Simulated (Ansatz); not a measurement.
Cartesian coordinates in Å:
```
N -1.7595 -0.7620 1.1009
C -0.8456 -0.3664 0.5287
C 0.3129 0.1355 -0.1957
Cl 1.6910 0.1932 0.9086
Cl -0.0540 1.7551 -0.7996
Cl 0.6553 -0.9554 -1.5430
```

Charge 0, multiplicity 1.

(1) List the B3LYP/def2-TZVPP orbital energies in eV (Ansatz 0.2.0). (Estimate.)

Answers

(1) Ansatz gave: Occupied: -2763.98, -2763.98, -2763.98, -390.72, -283.31, -279.02, -258.70, -258.70, -258.70, -197.81, -197.81, -197.81, -197.53, -197.53, -197.53, -197.53, -197.53, -197.53, -27.17, -25.67, -23.81, -23.81, -20.01, -15.65, -14.26, -14.26, -11.13, -10.90, -10.90, -10.24, -10.24, -9.98, -9.47, -9.47, -9.17. Lowest empty: -1.80, -1.68, -1.68, 1.02, 1.35, 1.35, 3.66, 4.07.

B3LYP here is the variant with VWN-RPA as its local correlation; programs differ in this.
